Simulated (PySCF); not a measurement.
# Frontier levels across methods

Compound: FHO.
Atom-mapped SMILES: `[OH:1][F:2]` (hydrogens: H3 on O1)

Structure used (PBE0-D3(BJ)/def2-SVP), in Å, numbered top down from 1:
```xyz
3
FHO angstrom
O     -0.1901    0.4899    0.0000
F      1.0076   -0.2390    0.0000
H     -0.8175   -0.2509    0.0000
```

Basis pcSseg-2 throughout (PySCF), one geometry. Isolated species at its PBE0-D3(BJ)/def2-SVP geometry, gas phase.

Q: How do the orbital energies, the gap and the dipole change with the method?

A: 
```tsv
method	kind	HOMO (eV)	LUMO (eV)	gap (eV)	μ (D)	SCF cycles
OPBE	GGA	-7.05	-2.52	4.53	1.87	14
BLYP	GGA	-7.13	-2.66	4.47	1.91	13
PBE	GGA	-7.13	-2.69	4.44	1.90	13
B97-D	GGA	-7.22	-2.66	4.57	1.91	13
BP86	GGA	-7.26	-2.77	4.49	1.90	13
LDA	LDA	-7.31	-3.03	4.27	1.96	13
KT2	GGA	-7.37	-2.50	4.87	1.88	14
KT3	GGA	-7.40	-2.59	4.81	1.87	14
B97-2	global hybrid	-8.90	-1.17	7.73	1.96	13
B3LYP	global hybrid	-8.97	-1.49	7.48	1.98	13
PBE0	global hybrid	-9.22	-0.99	8.23	1.97	13
mPW1PW91	global hybrid	-9.28	-1.01	8.26	1.97	12
CAM-B3LYP	range-separated hybrid	-10.88	0.12	11.00	2.01	13
wB97X-D	range-separated hybrid	-11.21	1.01	12.22	1.98	13
BHandHLYP	global hybrid	-11.35	0.40	11.75	2.06	12
LC-wPBE	range-separated hybrid	-12.18	1.51	13.68	2.00	14
HF	Hartree–Fock	-14.71	2.53	17.24	2.17	11
```

The HOMO spans 7.66 eV, from OPBE down to HF, and the gap runs from 4.27 eV (LDA) to 17.24 eV (HF). Over the methods OPBE (0 %), BLYP (0 %), PBE (0 %), B97-D (0 %), BP86 (0 %), LDA (0 %), KT2 (0 %), KT3 (0 %), B97-2 (21 %), B3LYP (20 %), PBE0 (25 %), mPW1PW91 (25 %), BHandHLYP (50 %), HF (100 %), a straight line through the gap against the share of exact exchange rises by 1.31 eV for each 10 % (correlation coefficient 0.997). The dipole ranges from 1.87 D (OPBE) to 2.17 D (HF). This basis has no diffuse functions.

Reference dipole: 2.23 D (measured, gas; NIST CCCBDB Release 22 (SRD 101), experimental dipoles); nearest here: HF (2.17 D). 

The vertical ΔSCF ionisation energy at wB97X-D/def2-SVPD is 13.05 eV; −ε(HOMO) comes closest to it with LC-wPBE (12.18 eV).
